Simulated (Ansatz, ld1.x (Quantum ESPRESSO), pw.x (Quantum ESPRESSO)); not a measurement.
**As (Z = 33): does the PAW potential hold in the solid?**

* Element: As
* Generator: ld1.x (Quantum ESPRESSO) 7.5
* Type: PAW
* Functional: PBEsol
* Relativity: scalar-relativistic
* Frozen core: [Ar] 3d10
* Valence charge: 5
* Reference configuration: 4s2 4p3
* Partial waves: 4s (bound): rcut 1.42, rcutus 1.96 bohr; 4s channel at -0.65 Ry: rcut 1.42, rcutus 1.96 bohr; 4p (bound): rcut 2.10, rcutus 2.78 bohr; 4p channel at 1.6 Ry: rcut 2.10, rcutus 2.78 bohr
* Local potential: all-electron potential smoothed inside 2.10 bohr (lloc = -1)
* Core correction: Bessel-smoothed model core inside 1.45 bohr
* Augmentation charge: PSQ, inside the norm-conserving radii

Atomic tests: cutoffs needed: 8 Ry and 10 Ry (the cutoffs (Ry, on a coarse ladder) from which the occupation-weighted sum of valence levels, in a spherical-Bessel basis at the reference potential, stays within 10 and 1 mRy of its value at 400 Ry); ghost test: no extra level below or beside the all-electron valence levels (s, p, d, f tested) (spherical-Bessel basis up to 400 Ry, 20 bohr box); largest excitation error: -533 meV (all-electron minus pseudo) for 4s1 4p0, out of 7 test configurations.

Crystal test: diamond As in pw.x 7.5, no spin, 8³ k-points, Fermi–Dirac smearing 0.01 Ry, cutoffs 40/320 Ry. The reference is all-electron LAPW (Ansatz 0.2.0) with the same functional, mesh and smearing; V0 and B0 come from Birch–Murnaghan fits to the pressures at five volumes. Errors are pseudo minus all-electron; Δ is the rms difference of the E(V) curves that follow from these fits, minima aligned, over ±6 % about the mean V0. Mesh and smearing are coarse, so the numbers serve the comparison and aren't converged zero-temperature values; the lattice is a test structure that the element need not adopt.

| V (Å³/atom) | P all-electron (GPa) | P pseudo (GPa) |
| --- | --- | --- |
| 25.917 | 2.86 | -3.08 |
| 26.599 | 1.34 | -4.04 |
| 27.281 | -0.01 | -4.88 |
| 27.963 | -1.22 | -5.63 |
| 28.645 | -2.29 | -6.30 |

All-electron: a0 = 6.020 Å (V0 = 27.27 Å³/atom), B0 = 51.0 GPa.

Pseudopotential: mean pressure error (GPa): -4.92. The pressure does not cross zero within the volumes sampled, so no fit is given. The largest radius (2.78 bohr) exceeds half the bond length (2.46 bohr), so the spheres overlap, which is one possible source of error among others. This is a poor potential for the solid.

Task: At the middle volume, how do free energy and pressure move when the wave cutoff is lowered (ecutrho held at 320 Ry)?

Result:

| cutoff (Ry) | shift of F (meV/atom) | shift of P (GPa) |
| --- | --- | --- |
| 18 | +3.4 | -0.07 |
| 24 | +1.2 | +0.00 |
| 32 | +0.4 | -0.01 |

The run at the middle volume (29 k-points, 7 iterations) took about 10 s on one core of a shared host (Neoverse-V1, 32 threads, 247 GiB, load 29).
